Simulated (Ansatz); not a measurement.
# C2F4 (singlet): from Hartree-Fock to the top rungs, cc-pVQZ

One table from this session's results is given with a row withheld; the runs are named, their logs left out.

Method: cc-pVQZ, core rule «outside noble gas», up to 6 orbitals frozen; program: Ansatz 0.2.0, Gaussian basis.

To be run: UHF; CCSD(T) on RHF; BCCD(T) on RHF.

16 further runs of the same task are left out: 3 that didn't finish, 13 set aside as unsound or not needed.

## The system

The geometry is an MP2(full)/6-31G* stationary point (not a proven minimum).

6 atoms, charge 0, spin multiplicity 1.

Atoms are counted from 1 here; the program's logs count them from 0.

Bond lengths: C1–C2 1.326 Å, C1–F3 1.327 Å, C1–F4 1.327 Å, C2–F5 1.327 Å, C2–F6 1.327 Å. Angles: C2–C1–F3 123.0°, C2–C1–F4 123.0°, F3–C1–F4 114.0°, C1–C2–F5 123.0°, C1–C2–F6 123.0°, F5–C2–F6 114.0°.

Set-up of the first run:

File in.yaml:

```yaml
crystal:
  periodic: [false, false, false]
  atoms:
    - {symbol: C, position_ang: [0.000000, 0.000000, 0.663230]}
    - {symbol: C, position_ang: [0.000000, 0.000000, -0.663230]}
    - {symbol: F, position_ang: [0.000000, 1.112665, 1.385652]}
    - {symbol: F, position_ang: [0.000000, -1.112665, 1.385652]}
    - {symbol: F, position_ang: [0.000000, 1.112665, -1.385652]}
    - {symbol: F, position_ang: [0.000000, -1.112665, -1.385652]}
basis:
  gaussian: {orbitals: cc-pVQZ}
magnetization: {spin_polarized: true, initial_magnetization: 0}
hamiltonian: {xc: hf}
output: {orbitals: {seedname: orbitals}}
```

Command:

```bash
ansatz run in.yaml --threads 1 --pin off --events-out ev --progress --plain --max-ram 4160MiB --backend cpu
```

Steps of the session up to this table: UHF; CCSD(T) on RHF; BCCD(T) on RHF.

One of the session's tables, all rows but one given; the rest of the session is left out.

It belongs to the step «Misses and costs». 

| method | from RCCSD(T) (meV) |
| --- | --- |
| RHF | +39711.2 |
| RMP2 | +1281.5 |
| RCCSD | +1435.7 |
| RCCSD(T) | 0 |
| BCCD(T) | ? |

Q: Estimate the row for BCCD(T) from the others.

The run gave: from RCCSD(T) (meV): -18.0. In the column «from RCCSD(T) (meV)» it is the lowest.

With the free atoms at the same levels and basis (separate runs), the atomisation energy is 25.108 eV at RCCSD(T), 16.212 eV at RHF.
